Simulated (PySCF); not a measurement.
C3H8.

```xyz
11

C      1.2754     0.0000     0.2586
C      0.0000     0.0000    -0.5840
C     -1.2754     0.0000     0.2586
H      2.1800     0.0000    -0.3704
H      1.3222    -0.8885     0.9108
H      1.3222     0.8885     0.9108
H      0.0000     0.8807    -1.2506
H      0.0000    -0.8807    -1.2506
H     -2.1800     0.0000    -0.3704
H     -1.3222     0.8885     0.9108
H     -1.3222    -0.8885     0.9108
```

Geometry optimised at B3LYP-D3(BJ)/def2-SVP.

Level of theory: PBE/pcSseg-1 in PySCF. Non-relativistic, no solvent.

Question: Give the absolute GIAO shielding of each atom: isotropic value and principal components (ppm). (An estimate is asked for; the answer gives what the named calculation found.)

Answer: 
| atom | σ(iso) | σ11 | σ22 | σ33 | span |
|---|---|---|---|---|---|
| C1 | 161.0 | 148.3 | 153.4 | 181.3 | 32.9 |
| C2 | 158.0 | 152.1 | 159.2 | 162.8 | 10.7 |
| C3 | 161.0 | 148.3 | 153.4 | 181.3 | 32.9 |
| H4 | 30.0 | 25.9 | 27.5 | 36.5 | 10.6 |
| H5 | 30.3 | 27.0 | 28.4 | 35.7 | 8.7 |
| H6 | 30.3 | 27.0 | 28.4 | 35.7 | 8.7 |
| H7 | 29.8 | 25.2 | 28.8 | 35.5 | 10.2 |
| H8 | 29.8 | 25.2 | 28.8 | 35.5 | 10.2 |
| H9 | 30.0 | 25.9 | 27.5 | 36.5 | 10.6 |
| H10 | 30.3 | 27.0 | 28.4 | 35.7 | 8.7 |
| H11 | 30.3 | 27.0 | 28.4 | 35.7 | 8.7 |
